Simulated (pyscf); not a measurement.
Optimised with ωB97X-D3(BJ)/def2-SVP in PySCF.

### Question
For the elementary gas-phase step •H₂C–O–CH₃ (SMILES [CH2]OC) + H₂ (SMILES [H][H]) -> H₃C–O–CH₃ (SMILES COC) + H• (SMILES [H]) (doublet surface; H–H broken, C–H formed), what barrier and reaction energy does ωB97M-D3(BJ)/def2-TZVP give, measured from the separated reactants?

### Answer
ΔE‡ = 0.60 eV, ΔE = +0.25 eV. Zero-point energy shifts the barrier by +0.04 eV. It is a hydrogen abstraction, with an imaginary mode of 1378i cm⁻¹. •H₂C–O–CH₃ lies 0.56 eV over its isomer H₃C–CH•–OH (electronic energy, ωB97M-D3(BJ)/def2-TZVP). H₃C–O–CH₃ lies 0.49 eV over its isomer H₃C–CH₂–OH (electronic energy, ωB97M-D3(BJ)/def2-TZVP). This is the saddle that the search found; another between the same sides may lie lower. The angle at the transferred H is 176°.
